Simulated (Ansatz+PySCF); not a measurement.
Values are calculated unless marked as measured or tabulated.
**Several solutions for quartet H2NO in separate pieces**

```xyz
4

O     0.0000    0.0000   -0.3906
H     0.0000    0.0000    3.1246
N    30.0000    0.0000   -0.4711
H    30.0000    0.0000    3.2974
```

Basis set: 6-31G (spherical functions). Charge 0, multiplicity 4.

CASSCF(3,3) was run from several starts with Ansatz (development build ahead of 0.2.0) and PySCF 2.14.0. The starts are those of the Hartree–Fock orbitals from which the active space was taken at the frontier.

```
run  program                        start  converged  energy (hartree)  <S²>
  A   Ansatz      atomic start, no search        yes        -129.74493  3.75
  B   Ansatz      stability test followed        yes        -129.74493  3.75
  C    PySCF             program defaults         no                 –     –
  D   Ansatz  search for the lowest state        yes        -129.89435  3.75
```

Question: Which runs reached the lowest solution of this kind, and what is wrong with the others?

Answer: D reached the lowest solution found. Converged but too high: A by 4.07 eV, B by 4.07 eV. Convergence only shows a stationary point; in CASSCF the end hangs on which orbitals enter the active space. Not converged: C. Caution: other starts end on other solutions of this active space.
